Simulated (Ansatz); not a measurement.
A calculation with Ansatz (development build ahead of 0.2.0).

```yaml
crystal:
  periodic: [false, false, false]
  atoms:
    - { symbol: H, position_ang: [0.0, 0.0, 0.0] }
    - { symbol: F, position_ang: [0.0, 0.7362, 0.425] }
    - { symbol: Al, position_ang: [0.0, -1.2716, 0.7342] }
basis:
  gaussian: { orbitals: pcseg-2 }
total_charge: 1
hamiltonian:
  xc: hf
```

The input is written out in the form of the current development build from the run's settings.

Output:

```yaml
Converged: yes
Total_energy: -341.61911 hartree
Spin_squared_of_the_determinant: 0.000
Stability_test: minimum among restricted orbitals
```
